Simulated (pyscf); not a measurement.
Single points on ωB97X-D3(BJ)/def2-SVP structures (PySCF, gas phase). MP2 and CC: frozen core, UHF for open shells. ΔMP2 is the change of the MP2 total energy from the triple- to the quadruple-zeta basis.

List the bond dissociation enthalpies at 298 K of HO–AlH–OH from CCSD(T)/def2-TZVPP + ΔMP2(QZVPP), from the weakest bond up.

Al–H to [HO–Al–OH]• + H•: 86.0 kcal/mol; H–O to •O–AlH–OH + H•: 122.0 kcal/mol; Al–O to OH• + [HO–AlH]•: 130.0 kcal/mol. Ring and multiple bonds, and those that leave no two simple radicals, are not listed. The radicals are drawn with the spin at the cut bond; how far it spreads was not checked. •O–AlH–OH lies 33.8 kcal/mol over its isomer [HO–Al–OH]•, and others may lie lower still (electronic energy, ωB97M-D3(BJ)). Other isomers of [HO–AlH]•, [HO–Al–OH]• were not searched in full and may lie lower. The CCSD(T) − MP2 part came from Ansatz, without density fitting, on the same reference. Left out: the spin-orbit lowering of OH.
